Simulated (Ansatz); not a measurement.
An Ansatz input:

```yaml
crystal:
  lattice:
    - [0.0, 2.6840969354, 2.6840969354]
    - [2.6840969354, 0.0, 2.6840969354]
    - [2.6840969354, 2.6840969354, 0.0]
  atoms:
    - { symbol: Yb, position: [0.0, 0.0, 0.0], spin: 1.0 }
hamiltonian:
  xc: rpbe
  pseudopotentials:
    kind: paw
    azcp:
      Yb: "pseudopotentials/Yb.paw.azcp"
basis:
  ecutwfc: 420
  fft_grid_basis: typed
kpoints:
  mp_grid: { grid: [17, 17, 17], shift: [0, 0, 0] }
magnetization:
  spin_polarized: true
scf:
  occupations: { method: fermi_dirac, width: 0.05 }
```

Output

```
Warning: where an SCF of this run starts from atoms to list the orders of its open shells, Yb (site 0, from 0) starts with 0.44 μB on its 4f shell and 0.44 μB on its 5d shell, in the place of the 1.00 μB that the deck gives it: its open shells can hold no more by Hund's first rule. To start from spheres of the given moment, type scf.initial_density.shell_occupations: []
Engine: ansatz 0.2.0, aarch64-unknown-linux-gnu
Pseudopotentials: kind: paw
Pseudopotential: Yb, paw, valence charge 24, recommended cutoff 420 eV (normal) 
Functional definition: RPBE
  parameter kappa = 0.804
  parameter beta = 0.06672455060314922
  exchange = rpbe_x(kappa = kappa, mu = beta*pi^2/3)
  correlation = pbe_c(beta = beta)
Crystal: 1 atoms, lattice volume = 38.674 Å³
Basis set: ecut = 420 eV, 749 PW (Γ)
Bands: 17, of which v1, the nominal top of the filled ones, is band 12 counted from 1 (11 counted from 0)
Symmetry: 48 space group operations
Space group: Fm-3m (ITA 225), of the structure as read, at distance tolerance 3.4e-5 Å
Magnetic group: BNS 225.116 (UNI 1618), of the structure as read, at distance tolerance 3.4e-5 Å
k-points: 165 of 4913
Non-local potential: Yb, projectors of the file, l = 0: 3, l = 1: 2, l = 2: 2, l = 3: 3
PAW form: soft (Blöchl's): semilocal exchange-correlation on the pseudo side does not see the compensation charge
PAW frozen core: Yb, regenerated for the run's functional, and the local potential with it (the file was generated under x = pbe(κ = 0.804, μ = 0.2195149727645171), c = pbe(β = 0.06672455060314922))
PAW one-centre angular grid: Yb, 590 points (default); XC on 64 Gauss nodes
Initial density: superposition of atomic densities (chi_scale 0.1, normalization cell)
Starting moments: Σ|m| = 1 μB on 1 of 1 site
Initial wavefunctions: pseudopotential atomic-orbital guess
Functional: x = rpbe, c = pbe(β = 0.06672455060314922)
iter 1 solved again at ethr=2.05e-4 eV; its pass at ethr=3.10e-3 eV (dr2=4.93e-2 eV) is discarded
SCF iter   1: F=—  HF=-13807.058803 eV  |F-HF|=—  |Δ(HF+E_count)|=         —  Δρ=2.90e-2 (↑2.90e-2 ↓2.52e-2)  dr2=4.94e-2  dr2_m=2.53e-1  M=0.317 μB ∫|m|=0.317 μB  β_m=0.30  ethr=2.05e-4  ⟨swp⟩=1.9  Hψ=38282  notcnv=0
Mixer restart at iter 1: flushing history
spin=Collinear: Kerker preconditioning applied to the charge; magnetization (m = ρ↑ − ρ↓) channel mixes plain (no charge-response kernel on spin).
SCF iter   2: F=—  HF=-13807.074080 eV  |F-HF|=—  |Δ(HF+E_count)|=   1.53e-2  Δρ=2.26e-2 (↑2.21e-2 ↓2.26e-2)  dr2=3.03e-2  dr2_m=1.72e-1  M=0.251 μB ∫|m|=0.251 μB  β_m=0.49  ethr=2.05e-4  ⟨swp⟩=2.1  Hψ=6993  notcnv=0
SCF iter   3: F=—  HF=-13807.228631 eV  |F-HF|=—  |Δ(HF+E_count)|=   1.55e-1  Δρ=9.06e-3 (↑9.06e-3 ↓2.18e-3)  dr2=2.14e-2  dr2_m=8.90e-3  M=0.062 μB ∫|m|=0.113 μB  β_m=0.46  ethr=1.26e-4  ⟨swp⟩=3.1  Hψ=15139  notcnv=0
SCF iter   4: F=—  HF=-13807.177505 eV  |F-HF|=—  |Δ(HF+E_count)|=   5.11e-2  Δρ=8.71e-3 (↑8.71e-3 ↓1.33e-3)  dr2=2.22e-2  dr2_m=7.72e-3  M=0.028 μB ∫|m|=0.086 μB  β_m=0.73  ethr=8.92e-5  ⟨swp⟩=3.7  Hψ=17188  notcnv=0  defer=52
SCF iter   5: F=—  HF=-13807.183437 eV  |F-HF|=—  |Δ(HF+E_count)|=   5.93e-3  Δρ=3.21e-3 (↑3.11e-3 ↓3.21e-3)  dr2=1.43e-2  dr2_m=5.47e-5  M=0.038 μB ∫|m|=0.072 μB  β_m=0.87  ethr=8.92e-5  ⟨swp⟩=1.1  Hψ=5662  notcnv=0  defer=52
SCF iter   6: F=—  HF=-13807.202730 eV  |F-HF|=—  |Δ(HF+E_count)|=   1.93e-2  Δρ=3.58e-3 (↑3.58e-3 ↓2.60e-3)  dr2=2.37e-3  dr2_m=3.20e-3  M=0.009 μB ∫|m|=0.021 μB  β_m=0.85  ethr=5.95e-5  ⟨swp⟩=3.2  Hψ=12877  notcnv=0  defer=52
SCF iter   7: F=—  HF=-13807.200264 eV  |F-HF|=—  |Δ(HF+E_count)|=   2.47e-3  Δρ=2.08e-3 (↑7.29e-4 ↓2.08e-3)  dr2=9.56e-4  dr2_m=6.47e-4  M=0.021 μB ∫|m|=0.030 μB  β_m=0.83  ethr=9.88e-6  ⟨swp⟩=2.3  Hψ=12146  notcnv=0  defer=51
SCF iter   8: F=—  HF=-13807.202373 eV  |F-HF|=—  |Δ(HF+E_count)|=   2.11e-3  Δρ=3.47e-4 (↑1.76e-4 ↓3.47e-4)  dr2=8.70e-5  dr2_m=6.80e-6  M=0.008 μB ∫|m|=0.012 μB  β_m=0.91  ethr=3.98e-6  ⟨swp⟩=3.0  Hψ=11427  notcnv=0  defer=52
SCF iter   9: F=—  HF=-13807.202509 eV  |F-HF|=—  |Δ(HF+E_count)|=   1.35e-4  Δρ=1.86e-4 (↑1.86e-4 ↓1.42e-4)  dr2=1.06e-6  dr2_m=9.42e-6  M=0.003 μB ∫|m|=0.004 μB  β_m=0.96  ethr=3.62e-7  ⟨swp⟩=3.2  Hψ=12150  notcnv=0  defer=54
SCF iter  10: F=—  HF=-13807.202511 eV  |F-HF|=—  |Δ(HF+E_count)|=   2.52e-6  Δρ=4.55e-5 (↑4.55e-5 ↓2.28e-5)  dr2=4.30e-7  dr2_m=3.56e-7  M=0.002 μB ∫|m|=0.002 μB  β_m=0.98  ethr=4.43e-9  ⟨swp⟩=2.6  Hψ=11650  notcnv=0  defer=54
SCF iter  11: F=—  HF=-13807.202514 eV  |F-HF|=—  |Δ(HF+E_count)|=   2.21e-6  Δρ=2.29e-5 (↑9.01e-6 ↓2.29e-5)  dr2=1.23e-7  dr2_m=8.09e-8  M=0.001 μB ∫|m|=0.002 μB  β_m=0.99  ethr=1.79e-9  ⟨swp⟩=2.7  Hψ=10701  notcnv=0  defer=54
SCF iter  12: F=—  HF=-13807.202514 eV  |F-HF|=—  |Δ(HF+E_count)|=   2.41e-7  Δρ=2.17e-5 (↑2.17e-5 ↓1.05e-5)  dr2=3.14e-7  dr2_m=1.62e-8  M=0.000 μB ∫|m|=0.001 μB  β_m=0.93  ethr=5.13e-10  ⟨swp⟩=3.1  Hψ=12566  notcnv=0  defer=54
SCF iter  13: F=—  HF=-13807.202514 eV  |F-HF|=—  |Δ(HF+E_count)|=   5.18e-7  Δρ=8.06e-6 (↑8.06e-6 ↓2.95e-6)  dr2=3.58e-8  dr2_m=3.28e-9  M=0.000 μB ∫|m|=0.000 μB  β_m=0.97  ethr=5.13e-10  ⟨swp⟩=3.1  Hψ=11376  notcnv=0  defer=54
SCF iter  14: F=—  HF=-13807.202514 eV  |F-HF|=—  |Δ(HF+E_count)|=   7.71e-8  Δρ=2.56e-6 (↑2.56e-6 ↓1.40e-6)  dr2=4.93e-9  dr2_m=1.75e-10  M=0.000 μB ∫|m|=0.000 μB  β_m=0.98  ethr=1.49e-10  ⟨swp⟩=2.8  Hψ=11503  notcnv=0  defer=54
SCF iter  15: F=-13807.202514 eV  HF=-13807.202514 eV  |F-HF|=1.88e-8  |Δ(HF+E_count)|=   9.74e-9  Δρ=3.33e-6 (↑3.33e-6 ↓3.03e-6)  dr2=1.37e-8  dr2_m=1.20e-11  M=0.000 μB ∫|m|=0.000 μB  ethr=2.06e-11  ⟨swp⟩=1.8  Hψ=20507  notcnv=0
SCF 1 converged in 15 iterations: F = -13807.202514 eV  dr2 = 1.37e-8
WARN: the starting moments were not kept: the SCF closed with an absolute magnetisation of 2.0e-5 μB, where they sum to 1 μB in size (1 site). That is at most 0.1 of that sum. Measured as dr2_m measures the in/out step, that magnetisation stands 6.8e-11 eV from none, at or under the dr2_threshold of 1.0e-7 eV: it is no larger than a step whose dr2_m would equal this threshold. The system may hold no moment; this SCF shows only that its start led to no more than that. To try another start: raise the starting moments (crystal.atoms[].spin, magnetization.per_species, magnetization.initial_magnetization, or on a non-collinear deck that types none of these the spinor_matrix: blocks that start its atoms; where the total moment is fixed, keep their sum and leave initial_magnetization as it is; typed ones take the place of any that the run laid by itself, positive ones on a crystal's lanthanoids without a Hubbard term where scf.initial_density.shell_occupations: [] is typed) or, if the notice of its spin-set hold's release reads "site moments contracting" or "site moments show no strong build", lengthen the hold (scf.mixing.spin_hold: { on: { confirm: 4 } }; for m-r²SCAN on two components see the key's manual first). Each may lead to a state that holds a moment. A second SCF, from the converged charge density, with the starting moments and any scf.initial_density.shell_occupations laid on it anew, would have followed, and was not run: the deck does not ask for one (magnetization.retry_lost_moments is false, the default). To let it run, set magnetization.retry_lost_moments: true and run the deck again, where that key's refused combinations let it; where memory then withholds it, that run's warning says so.
SCF converged after 15 iterations
Magnetization: 0.0000 μB (12.0000 up, 12.0000 down)
Absolute magnetization: 0.0000 μB (∫|ρ↑−ρ↓|, with the PAW one-centre terms)
Spin contamination: 0.0000 ħ² per cell (⟨S²⟩ above its minimum at these occupations)
Per-site moments (μB) at R_I (Å): [(3.2075826046895704e-6, 1.5658030941162808)]
Free energy (F): -13807.202514 eV
Harris-Foulkes:  -13807.202514 eV  (|F-HF|=1.88e-8)
Internal energy: -13807.189310 eV  (E = F + TS)
E sigma→0 (E₀):  -13807.195912 eV
Entropy (-TS):   -0.013204 eV (-13.204 meV/atom)
Fermi energy:    9.913603 eV
--- Per-component energies (eV) ---
  E_band       = -18.919065
  E_kinetic    = 352.095296
  E_local      = -6442.331290  (includes V_loc(G=0)·N_el)
  E_nonlocal   = 552.433471
  E_hartree    = 2803.216968
  E_xc         = -162.575874
  E_vxc        = -201.754003  (∫ρ·V_xc dr)
  E_paw        = -7367.932294  (= ΣΔE_a)
  E_vpaw       = 114.215956  (= ΣTr[D̂ρ^β])
  E_aug_tail   = 0.000003  (compensation charges beyond the density's cutoff)
  E_ewald      = -3541.949551
  E_core_change = -0.146039  (= ΣΔE_core)
  E_smearing   = -0.013204  (= −TS)
  E_closure    = -0.000000  (closes the sum)
  Σ components = -13807.202514   (vs F -13807.202514, Δ=0.00e0)
```
